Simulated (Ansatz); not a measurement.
# AlBH₃ radical: an energy map over bond length B1–Al2 and bond length Al2–H5

How does the energy of AlBH₃, SMILES [BH2][AlH], spin multiplicity 2 change over two coordinates at once? A grid of runs gives the map.

Method: UKS B3LYP-D4/def2-TZVP; program: Ansatz 0.2.0.

### Step 1. Where the work starts

SMILES `[BH2][AlH]`, 5 atoms, charge 0, spin multiplicity 2.

Atoms are counted from 1 here; the program's logs count them from 0.

Bond lengths: B1–Al2 2.006 Å, B1–H3 1.218 Å, B1–H4 1.218 Å, Al2–H5 1.604 Å. Angles: Al2–B1–H3 119.5°, Al2–B1–H4 119.3°, H3–B1–H4 121.3°, B1–Al2–H5 179.9°.

Geometry (Å):

```xyz
5

B    -0.2344   -0.8341    0.1761
Al    0.2925    1.0585   -0.2272
H    -1.2870   -1.0542    0.7471
H     0.5128   -1.7409   -0.1439
H     0.7161    2.5706   -0.5521
```

This geometry comes from a loose relaxation at PBE in a small basis, which is not shown.

### Step 3. The grid

- bond length B1–Al2: 13 values from 1.638 to 2.996 Å
- bond length Al2–H5: 13 values from 1.391 to 1.976 Å

Nothing else is relaxed (all other coordinates rigid). Energies count from the relaxed molecule at the same level.

(The set-up runs are not shown.)

### Step 4. Point bond length B1–Al2 = 2.883 Å, bond length Al2–H5 = 1.391 Å

input.yaml

```yaml
crystal:
  periodic: [false, false, false]
  atoms:
    - { symbol: B, position_ang: [-0.23138, -0.83198, 0.178679] }
    - { symbol: Al, position_ang: [0.524764, 1.888414, -0.403892] }
    - { symbol: H, position_ang: [-1.265053, -1.044607, 0.732754] }
    - { symbol: H, position_ang: [0.497279, -1.720037, -0.139443] }
    - { symbol: H, position_ang: [0.889215, 3.200552, -0.687353] }
magnetization:
  spin_polarized: true
  initial_magnetization: 1
basis:
  gaussian: { orbitals: def2-TZVP }
hamiltonian:
  xc: { name: B3LYP }
  dispersion: d4
output:
  forces: true
```

Started as:

```console
$ ansatz run input.yaml --threads 1 --pin off --max-ram 2560MiB --backend cpu --events-out ev --progress --plain --runs-dir out
```

The session goes on with these runs: the other points that were computed.

**Question.** What will these runs give? Wanted: lowest point; highest computed point; dipole moment; ⟨S²⟩.

As calculated:

```
               quantity                                                                                                                                                                  value
           lowest point                                                                                                  bond length B1–Al2 = 1.977 Å, bond length Al2–H5 = 1.586 Å, 0.0030 eV
 highest computed point                                                                                   bond length B1–Al2 = 2.996 Å, bond length Al2–H5 = 1.391 Å, 2.54 eV above the lowest
      dipole moment (D)     0.30 at bond length B1–Al2 = 2.996 Å, bond length Al2–H5 = 1.830 Å to 2.55 at bond length B1–Al2 = 1.977 Å, bond length Al2–H5 = 1.391 Å; 2.23 at the lowest point
              ⟨S²⟩ (ħ²)  0.753 at bond length B1–Al2 = 1.751 Å, bond length Al2–H5 = 1.391 Å to 0.782 at bond length B1–Al2 = 2.996 Å, bond length Al2–H5 = 1.684 Å; 0.753 at the lowest point
time for the whole task                                                                                                                                        11 min on 1 thread, shared host
```

In words: The lowest computed point is at bond length B1–Al2 = 1.977 Å, bond length Al2–H5 = 1.586 Å, 0.0030 eV from the relaxed molecule at the same level. The grid shows no other well, apart from its symmetry copies. The highest computed point, bond length B1–Al2 = 2.996 Å, bond length Al2–H5 = 1.391 Å, lies 2.54 eV above the lowest. Round the minimum the two coordinates are nearly uncoupled.
